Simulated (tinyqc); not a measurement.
Hueckel theory of the pi electrons, for the molecule Clc1ccoc1 (SMILES; centres numbered as the heavy atoms are written), step by step. Computed by tinyqc, a small Python program that keeps every step. Settings: charge = 0. Command: `OMP_NUM_THREADS=1 python tinyqc.py 28752 28753 out.jsonl` (the two numbers bound the seeds that draw the settings). One thread of a shared host (Intel(R) Xeon(R) Processor @ 2.60GHz), about 0.01 s of CPU time with the checks.

## The Hueckel matrix

Centres:
```
centre  z_r, pi electrons of the neutral centre       h
1Cl                                           2  2.0000
2C                                            1  0.0000
3C                                            1  0.0000
4C                                            1  0.0000
5O                                            2  2.0000
6C                                            1  0.0000
```

Bonds:
```
i  j       k
1  2  0.4000
2  3       1
3  4       1
4  5  0.8000
5  6  0.8000
6  2       1
```

H_rr = alpha + h_r beta, H_rs = k_rs beta for bonded centres.

Hueckel matrix in units of beta (H = alpha + beta A):
```
        1Cl      2C      3C      4C      5O      6C
1Cl  2.0000  0.4000  0.0000  0.0000  0.0000  0.0000
2C   0.4000  0.0000  1.0000  0.0000  0.0000  1.0000
3C   0.0000  1.0000  0.0000  1.0000  0.0000  0.0000
4C   0.0000  0.0000  1.0000  0.0000  0.8000  0.0000
5O   0.0000  0.0000  0.0000  0.8000  2.0000  0.8000
6C   0.0000  1.0000  0.0000  0.0000  0.8000  0.0000
```

## Orbitals

pi electrons, sum of z_r less the charge = 8

Diagonalise; E = alpha + x beta with beta < 0, so the largest x are filled first; degenerate levels share their electrons. P = sum n_i c_ri c_si; each orbital has its largest coefficient positive (the first on a tie).

x values: 2.6448  2.0978  1.2426  0.6016  -0.9527  -1.6342

occupations: 2.0000  2.0000  2.0000  2.0000  0.0000  0.0000

coefficients:
```
        MO1      MO2      MO3      MO4      MO5      MO6
1Cl  0.1402   0.9390  -0.2836  -0.1095   0.0407  -0.0670
2C   0.2260   0.2296   0.5370   0.3828  -0.3007   0.6090
3C   0.2088   0.0863   0.6159  -0.3414  -0.3156  -0.5945
4C   0.3263  -0.0485   0.2283  -0.5882   0.6014   0.3626
5O   0.8176  -0.2352  -0.4153  -0.0156  -0.3217   0.0025
6C   0.3328   0.0198   0.1648   0.6155   0.5858  -0.3739
```

charge and bond-order matrix P:
```
         1Cl       2C       3C       4C       5O       6C
1Cl   1.9877   0.1061  -0.0540  -0.0004   0.0265  -0.0978
2C    0.1061   1.0774   0.5342  -0.0799  -0.1965   0.8077
3C   -0.0540   0.5342   1.0939   0.8107  -0.2001  -0.0748
4C   -0.0004  -0.0799   0.8107   1.0137   0.3851  -0.4335
5O    0.0265  -0.1965  -0.2001   0.3851   1.7931   0.3787
6C   -0.0978   0.8077  -0.0748  -0.4335   0.3787   1.0341
```

## Energy, charges, bond orders

E = sum n x; q_r = z_r - P_rr; bond order p = P_rs; free valence = sqrt(3) - sum of p over the bonds of the atom.

pi energy = 8 alpha + this times beta = 13.1737

pi charges: 1Cl 0.0123, 2C -0.0774, 3C -0.0939, 4C -0.0137, 5O 0.2069, 6C -0.0341

Bond orders and lengths from R = 1.517 - 0.180 p (angstrom, C-C alone):
```
bond       p       R
1-2   0.1061       -
2-3   0.5342  1.4208
3-4   0.8107  1.3711
4-5   0.3851       -
5-6   0.3787       -
6-2   0.8077  1.3716
```

free valence of the carbons: 2C 0.2840, 3C 0.3871, 4C 0.5363, 6C 0.5457

gap between the highest filled and the next level = 1.5543 |beta|
